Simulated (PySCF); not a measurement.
**QCISD(T)/STO-3G run of SiH3Cl (chlorosilane)**

Aim: the energy change on altering one bond length of SiH3Cl (chlorosilane) at QCISD(T)/STO-3G, from 2 runs. 

Program for the calculation: PySCF 2.14.0.

9 further runs of the same task are left out: 9 set aside as unsound or not needed.

## (1) The system as given

SiH3Cl: 5 atoms, total charge 0, spin state singlet. As SMILES, `[SiH3]Cl`. Geometry: relaxed at PBE0-D4/def2-TZVP.

Bond lengths: Si1–Cl2 2.054 Å, Si1–H3 1.481 Å, Si1–H4 1.481 Å, Si1–H5 1.481 Å. Angles: Cl2–Si1–H3 108.5°, Cl2–Si1–H4 108.5°, Cl2–Si1–H5 108.5°, H3–Si1–H4 110.4°, H3–Si1–H5 110.4°, H4–Si1–H5 110.4°.

## (2) The energy at QCISD(T)/STO-3G

run.py reads:

```python
from pyscf import gto, cc

mol = gto.M(
    atom='''
Si      -0.112000       0.018600      -0.030900
Cl       1.838300      -0.513500       0.329900
H       -0.950900      -0.488300       1.079100
H       -0.534700      -0.585700      -1.314900
H       -0.190800       1.495400      -0.104700
''',
    charge=0,
    basis='sto-3g',
    verbose=3,
    max_memory=1860,
)

mf = mol.RHF()
mf.conv_tol = 1e-10
mf.kernel()
if not mf.converged:
    mf = mf.newton().run(mf.mo_coeff, mf.mo_occ)

mycc = cc.QCISD(mf, frozen=10)
mycc.kernel()
e_t = mycc.qcisd_t()
etot = mycc.e_tot + e_t
print('E = %.10f Eh' % etot)
```

Command:

```console
$ OMP_NUM_THREADS=1 python run.py
```

The log of the run:

```text
converged SCF energy = -741.972181284324
E(QCISD) = -742.038141400327  E_corr = -0.0659601160034861
QCISD(T) correction = -0.000546235830375197
E = -742.0386876362 Eh
```

It took 0.95 s on 1 thread of Arm Neoverse V1, shared host; peak memory 0.12 GiB.

## (3) The distorted shape, same level

mol.xyz reads:

```xyz
5
ClH3Si
Si     0.055795     0.119989    -0.252920
Cl     2.006095    -0.412111     0.107880
H     -0.950900    -0.488300     1.079100
H     -0.366905    -0.484311    -1.536920
H     -0.023005     1.596789    -0.326720
```

calc.py reads:

```python
from pyscf import gto, scf, cc

system = gto.M(
    atom='mol.xyz',
    verbose=4,
    max_memory=1860,
    basis='sto-3g',
)

calc0 = scf.RHF(system)
calc0.conv_tol = 1e-10
calc0.kernel()
if not calc0.converged:
    calc0 = calc0.newton().run(calc0.mo_coeff, calc0.mo_occ)

mycc = cc.QCISD(calc0, frozen=10)
mycc.kernel()
e_t = mycc.qcisd_t()
etot = mycc.e_tot + e_t
print(f'total energy: {etot:.8f} hartree')
```

Command:

```console
$ OMP_NUM_THREADS=1 python calc.py
```

The log of the run:

```text
PySCF version 2.14.0

[INPUT] num. atoms = 5
[INPUT] num. electrons = 34
[INPUT] charge = 0
[INPUT] spin (= nelec alpha-beta = 2S) = 0
[INPUT] symmetry False subgroup None
[INPUT] Mole.unit = angstrom
[INPUT] Symbol           X                Y                Z      unit          X                Y                Z       unit  Magmom
[INPUT]  1 Si     0.055795000000   0.119989000000  -0.252920000000 AA    0.105437269120   0.226746347960  -0.477949531425 Bohr   0.0
[INPUT]  2 Cl     2.006095000000  -0.412111000000   0.107880000000 AA    3.790970129859  -0.778776922921   0.203863654318 Bohr   0.0
[INPUT]  3 H     -0.950900000000  -0.488300000000   1.079100000000 AA   -1.796940571849  -0.922753266625   2.039203461018 Bohr   0.0
[INPUT]  4 H     -0.366905000000  -0.484311000000  -1.536920000000 AA   -0.693349963734  -0.915215149114  -2.904357875367 Bohr   0.0
[INPUT]  5 H     -0.023005000000   1.596789000000  -0.326720000000 AA   -0.043473149496   3.017493888718  -0.617411319418 Bohr   0.0

nuclear repulsion = 85.2377022327821
number of shells = 13
number of NR pGTOs = 63
number of NR cGTOs = 21
basis = sto-3g
ecp = {}

******** <class 'pyscf.scf.hf.RHF'> ********
method = RHF
initial guess = minao
damping factor = 0
level_shift factor = 0
DIIS = <class 'pyscf.scf.diis.CDIIS'>
diis_start_cycle = 1
diis_space = 8
diis_damp = 0
SCF conv_tol = 1e-10
SCF conv_tol_grad = None
SCF max_cycles = 50
direct_scf = True
direct_scf_tol = 1e-13
Set gradient conv threshold to 1e-05
Initial guess from minao.
init E= -741.154961666487
  HOMO = -0.325655735321431  LUMO = 0.188360465408588  gap/eV = 13.98709
cycle= 1 E= -741.902581213294  delta_E= -0.748  |g|= 0.199  |ddm|=  2.2
  HOMO = -0.337648148401958  LUMO = 0.298385172021887  gap/eV = 17.30735
cycle= 2 E= -741.926551941207  delta_E= -0.024  |g|= 0.0391  |ddm|= 0.502
  HOMO = -0.355072122560033  LUMO = 0.320464147501588  gap/eV = 18.38228
cycle= 3 E= -741.927349484  delta_E= -0.000798  |g|= 0.00952  |ddm|= 0.0785
  HOMO = -0.358877402858054  LUMO = 0.320816470565542  gap/eV = 18.49541
cycle= 4 E= -741.927422399841  delta_E= -7.29e-05  |g|= 0.00113  |ddm|= 0.0305
  HOMO = -0.358838793070152  LUMO = 0.320827085769842  gap/eV = 18.49465
cycle= 5 E= -741.927423475278  delta_E= -1.08e-06  |g|= 0.000119  |ddm|= 0.00395
  HOMO = -0.358843172357204  LUMO = 0.32084776193294  gap/eV = 18.49533
cycle= 6 E= -741.92742348668  delta_E= -1.14e-08  |g|= 1.41e-05  |ddm|= 0.000387
  HOMO = -0.358848430749775  LUMO = 0.320845644422332  gap/eV = 18.49542
cycle= 7 E= -741.927423486832  delta_E= -1.52e-10  |g|= 1.05e-06  |ddm|= 4.47e-05
  HOMO = -0.358848728013005  LUMO = 0.320845721646269  gap/eV = 18.49543
cycle= 8 E= -741.927423486834  delta_E= -2.05e-12  |g|= 2.67e-07  |ddm|= 3.6e-06
  HOMO = -0.358848709133699  LUMO = 0.320845710735515  gap/eV = 18.49543
Extra cycle  E= -741.927423486834  delta_E= 2.27e-13  |g|= 1.12e-07  |ddm|= 8.34e-07
converged SCF energy = -741.927423486834

******** <class 'pyscf.cc.qcisd.QCISD'> ********
QCISD nocc = 7, nmo = 11
frozen orbitals 10
max_cycle = 50
direct = 0
conv_tol = 1e-07
conv_tol_normt = 1e-05
diis_space = 6
diis_start_cycle = 0
diis_start_energy_diff = 1e+09
Init t2, MP2 energy = -741.979284708323  E_corr(MP2) -0.0518612214886784
Init E_corr(QCISD) = -0.0518612214886869
cycle = 1  E_corr(QCISD) = -0.0679033414616929  dE = -0.01604212  norm(t1,t2) = 0.0471664
cycle = 2  E_corr(QCISD) = -0.0738874665243013  dE = -0.00598412506  norm(t1,t2) = 0.0183999
cycle = 3  E_corr(QCISD) = -0.0775159939701608  dE = -0.00362852745  norm(t1,t2) = 0.00721189
cycle = 4  E_corr(QCISD) = -0.0775769965196023  dE = -6.10025494e-05  norm(t1,t2) = 0.000725047
cycle = 5  E_corr(QCISD) = -0.0775699280969361  dE = 7.06842267e-06  norm(t1,t2) = 0.000336784
cycle = 6  E_corr(QCISD) = -0.077576587356025  dE = -6.65925909e-06  norm(t1,t2) = 6.76348e-05
cycle = 7  E_corr(QCISD) = -0.0775768097267827  dE = -2.22370758e-07  norm(t1,t2) = 1.77226e-05
cycle = 8  E_corr(QCISD) = -0.0775768767764384  dE = -6.70496557e-08  norm(t1,t2) = 4.75549e-06
QCISD converged
E(QCISD) = -742.0050003636106  E_corr = -0.07757687677643844
QCISD(T) correction = -0.000749615620553654
total energy: -742.00574998 hartree
```

It took 0.83 s on 1 thread of Arm Neoverse V1, shared host; peak memory 0.1 GiB.

## (4) Summary of results

At QCISD(T)/STO-3G, 10 core orbitals frozen:

```
                                                          quantity          value
                                         first shape: total energy  -742.03869 Eh
                 first shape: dipole moment (Hartree–Fock density)         2.84 D
                  first shape: HOMO energy (Hartree–Fock orbitals)      -10.15 eV
                  first shape: LUMO energy (Hartree–Fock orbitals)        9.58 eV
                first shape: HOMO–LUMO gap (Hartree–Fock orbitals)       19.73 eV
         first shape: correlation energy (10 core orbitals frozen)      -66.5 mEh
                                       first shape: (T) correction      -0.55 mEh
                                        first shape: T1 diagnostic          0.005
                                     distorted shape: total energy  -742.00575 Eh
             distorted shape: dipole moment (Hartree–Fock density)         2.78 D
              distorted shape: HOMO energy (Hartree–Fock orbitals)       -9.76 eV
              distorted shape: LUMO energy (Hartree–Fock orbitals)        8.73 eV
            distorted shape: HOMO–LUMO gap (Hartree–Fock orbitals)       18.50 eV
     distorted shape: correlation energy (10 core orbitals frozen)      -78.3 mEh
                                   distorted shape: (T) correction      -0.75 mEh
                                    distorted shape: T1 diagnostic          0.005
energy change with the Si1–H3 bond stretched from 1.481 to 1.777 Å       0.896 eV
```

**Reading.** With the Si1–H3 bond stretched from 1.481 to 1.777 Å the energy rises by 0.90 eV (20.7 kcal/mol). The first shape isn't relaxed at this level, so the change isn't measured from a minimum. The minimal basis adds a large error of its own. Mulliken charges (first shape) of the mean-field density run from -0.39 on Cl2 to +0.77 on Si1; they depend strongly on the basis. The triples (first shape) make up 0.8 % of the correlation energy. The triples (distorted shape) make up 1.0 % of the correlation energy.
